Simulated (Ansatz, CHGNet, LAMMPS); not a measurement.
**How well does each level of theory give the surface energy (computed: mean of the (100), (110) and (111) faces) of fcc Pd?**

Reference value: 2 J/m² (measured, 0 K, liquid surface tension extrapolated to 0 K by a phenomenological method; average over faces; as tabulated in Patra et al. (2017), arXiv:1702.08515).

Task: Put these levels in order of the surface energy (computed: mean of the (100), (110) and (111) faces) that they give for fcc Pd, smallest first: CHGNet 0.3.0 (CHGNet), MEAM library.meam-Pd (LAMMPS), PBEsol (Ansatz, a quantum-chemistry and plane-wave program).

Result: CHGNet 0.3.0 (1.09 J/m²), MEAM library.meam-Pd (1.55 J/m²), PBEsol (1.89 J/m²)

Differences against the reference: MEAM library.meam-Pd -22 %, CHGNet 0.3.0 -45 %, PBEsol -5.5 %.

Computed faces are unreconstructed. Each level is taken at its own relaxed cell. Ansatz's density-functional and Hartree–Fock values are scalar-relativistic unless marked +SOC, with PAW data made under PBE.

Empirical potentials (MEAM library.meam-Pd) are fitted to chosen data, which need not cover the solid at hand: agreement can be built in, and what lay outside the fit can be far off. Machine-learned potentials (CHGNet 0.3.0) are trained on DFT data, which may include these solids.

Differences are worked out from the printed values.
